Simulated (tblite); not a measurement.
Species: C3H9OP.
Bonds: C1–P2, P2–C3, P2–C4, P2–O5 (double). Hydrogens: H6, H7, H8 on C1; H9, H10, H11 on C3; H12, H13, H14 on C4.

Computed with GFN2-xTB (tblite), gas phase: L-BFGS steps from a force-field or distance-geometry start until the largest atomic force falls under 0.01 eV/Å.

Step 9: E = -480.1810 eV
```
atom  x, y, z in Å  |  force x, y, z in eV/Å
C1      1.6255    0.0996   -0.4033    0.039  -0.001  -0.016
P2      0.1060   -0.2077    0.5757    0.010   0.012  -0.020
C3     -0.8828   -1.3502   -0.4624   -0.001  -0.027   0.001
C4     -0.8108    1.3774    0.5053   -0.005   0.044   0.002
O5      0.3575   -0.6954    1.9383   -0.015   0.015  -0.067
H6      1.3910    0.4546   -1.4019    0.008   0.007   0.001
H7      2.2322    0.8365    0.1186   -0.015   0.007   0.020
H8      2.1908   -0.8275   -0.4663   -0.010  -0.024   0.018
H9     -1.8374   -1.5226    0.0299   -0.009   0.014   0.004
H10    -1.0431   -0.9471   -1.4576   -0.017  -0.012   0.014
H11    -0.3548   -2.2985   -0.5289    0.022  -0.017   0.008
H12    -0.9676    1.7033   -0.5178   -0.029  -0.008  -0.013
H13    -0.2398    2.1309    1.0418    0.026   0.002   0.047
H14    -1.7673    1.2460    1.0063   -0.003  -0.011   0.002
```

Step 10: E = -480.1814 eV
```
atom  x, y, z in Å  |  force x, y, z in eV/Å
C1      1.6272    0.0996   -0.4036    0.016   0.000  -0.011
P2      0.1059   -0.2067    0.5735   -0.004   0.025  -0.055
C3     -0.8834   -1.3514   -0.4621   -0.001  -0.018  -0.004
C4     -0.8117    1.3789    0.5060    0.003   0.028  -0.002
O5      0.3573   -0.6945    1.9350   -0.002  -0.005  -0.003
H6      1.3949    0.4546   -1.4019    0.001   0.015  -0.023
H7      2.2332    0.8359    0.1188   -0.007   0.019   0.032
H8      2.1919   -0.8272   -0.4657   -0.003  -0.042   0.019
H9     -1.8379   -1.5242    0.0294   -0.014   0.016   0.018
H10    -1.0450   -0.9504   -1.4573   -0.017  -0.001  -0.009
H11    -0.3556   -2.2995   -0.5285    0.032  -0.024   0.012
H12    -0.9693    1.7054   -0.5162   -0.030   0.000  -0.028
H13    -0.2403    2.1316    1.0432    0.031   0.004   0.047
H14    -1.7678    1.2474    1.0072   -0.005  -0.017   0.007
```

Step 11: E = -480.1819 eV
```
atom  x, y, z in Å  |  force x, y, z in eV/Å
C1      1.6294    0.0997   -0.4043   -0.011   0.001  -0.004
P2      0.1057   -0.2053    0.5705   -0.018   0.029  -0.071
C3     -0.8841   -1.3532   -0.4620    0.000  -0.004  -0.009
C4     -0.8125    1.3812    0.5068    0.011   0.005  -0.007
O5      0.3570   -0.6936    1.9309    0.010  -0.019   0.048
H6      1.3991    0.4550   -1.4024    0.002   0.018  -0.040
H7      2.2341    0.8355    0.1197   -0.001   0.023   0.036
H8      2.1929   -0.8278   -0.4646    0.000  -0.045   0.018
H9     -1.8387   -1.5255    0.0293   -0.009   0.016   0.028
H10    -1.0473   -0.9539   -1.4571   -0.016   0.004  -0.028
H11    -0.3558   -2.3010   -0.5278    0.034  -0.021   0.016
H12    -0.9717    1.7077   -0.5150   -0.026   0.013  -0.030
H13    -0.2403    2.1323    1.0457    0.025   0.000   0.035
H14    -1.7685    1.2484    1.0083    0.000  -0.020   0.008
```

Question: Estimate the geometry and energy of step 12. (The exact step hangs on the optimiser's Hessian estimate; all steps are aligned on step 11, rigid shifts and turns removed.)

Answer: E = -480.1824 eV, largest force 0.064 eV/Å
```
atom  x, y, z in Å  |  force x, y, z in eV/Å
C1      1.6318    0.0997   -0.4052   -0.029   0.003   0.001
P2      0.1054   -0.2037    0.5669   -0.022   0.019  -0.055
C3     -0.8849   -1.3552   -0.4623    0.000   0.009  -0.013
C4     -0.8133    1.3838    0.5074    0.015  -0.015  -0.012
O5      0.3567   -0.6928    1.9271    0.013  -0.018   0.060
H6      1.4035    0.4557   -1.4037    0.009   0.015  -0.039
H7      2.2349    0.8356    0.1212   -0.003   0.013   0.028
H8      2.1938   -0.8292   -0.4632   -0.005  -0.030   0.016
H9     -1.8397   -1.5264    0.0298    0.004   0.014   0.030
H10    -1.0501   -0.9575   -1.4576   -0.012   0.001  -0.036
H11    -0.3553   -2.3029   -0.5267    0.024  -0.005   0.018
H12    -0.9748    1.7103   -0.5143   -0.018   0.024  -0.016
H13    -0.2397    2.1330    1.0488    0.011  -0.011   0.013
H14    -1.7690    1.2491    1.0096    0.013  -0.019   0.005
```

The energy changes by -0.0005 eV. The first-order estimate −F·Δx gives -0.0007 eV and the mean of the old and new forces, exact on a quadratic surface, -0.0005 eV. The step makes an angle of 69° with the force vector and moves no atom by more than 0.005 Å.

What follows is the cost of the whole relaxation. Time: under 0.1 s of wall time. Hardware: one thread of an Intel Xeon 6975P-C, on a shared host.
